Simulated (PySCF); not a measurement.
Compound: hexane, C6H14.
Cartesian coordinates in Å at the PBE0-D3(BJ)/def2-SVP level; atoms count from 1:
```
atom  x, y, z in Å
C1    -3.1847   -0.2750    0.1771
C2    -1.8355    0.3662    0.4597
C3    -0.6776   -0.3170   -0.2550
C4     0.6776    0.3170    0.0224
C5     1.8355   -0.3662   -0.6922
C6     3.1847    0.2750   -0.4096
H7    -4.0004    0.2406    0.7063
H8    -3.1989   -1.3309    0.4922
H9    -3.4199   -0.2523   -0.8993
H10   -1.8622    1.4313    0.1681
H11   -1.6423    0.3612    1.5473
H12   -0.6486   -1.3834    0.0354
H13   -0.8676   -0.3117   -1.3442
H14    0.8676    0.3117    1.1116
H15    0.6486    1.3834   -0.2679
H16    1.8622   -1.4313   -0.4006
H17    1.6423   -0.3612   -1.7798
H18    3.1989    1.3309   -0.7248
H19    4.0004   -0.2406   -0.9389
H20    3.4199    0.2523    0.6668
```

Theory: core-valence-separated Tamm–Dancoff BHandHLYP/aug-pcX-1 (pcseg-1 on H) in PySCF, non-relativistic, gas phase, PBE0-D3(BJ)/def2-SVP geometry. Absolute energies from this functional tend to lie a few eV below measured edges; no shift was applied.

The lowest roots of each edge with f over 0.003 (five at most, numbered afresh; weaker and dark ones are left out), with transition dipoles (au) in the frame of the coordinates:

| root | edge | E (eV) | μx | μy | μz |
| --- | --- | --- | --- | --- | --- |
| 1 | C | 285.26 | -0.0391 | -0.0144 | -0.0054 |
| 2 | C | 285.26 | 0.0233 | 0.0088 | 0.0033 |
| 3 | C | 285.51 | -0.0076 | -0.0524 | -0.0405 |
| 4 | C | 285.56 | 0.0060 | 0.0585 | 0.0418 |
| 5 | C | 285.92 | -0.0258 | 0.0430 | 0.0406 |

Task: What are the oscillator strengths?

Result: f = (2/3) ΔE |μ|², with ΔE in hartree (27.2114 eV):

```
root  ΔE (Eh)  |μ|² (au)      f  core hole on
   1  10.4830   0.001766  0.012         C1/C6
   2  10.4830   0.000630  0.004         C1/C6
   3  10.4923   0.004440  0.031         C2/C5
   4  10.4942   0.005212  0.036         C3/C4
   5  10.5075   0.004162  0.029         C1/C6
```

Task: Molecules are fixed in this frame and the field points along (1, 0, −1)/√2. What effective strengths 3 f cos²θ do the roots have (θ between field and μ)?

Result: root 1 (C1/C6): 0.012, root 2 (C1/C6): 0.004, root 3 (C2/C5): 0.011, root 4 (C3/C4): 0.013, root 5 (C1/C6): 0.046. Root 5 is the strongest. Averaged over all orientations cos²θ is 1/3, which gives f back. For degenerate partners only the sum has meaning, as the program may mix them freely.

One conformer stands for the species.
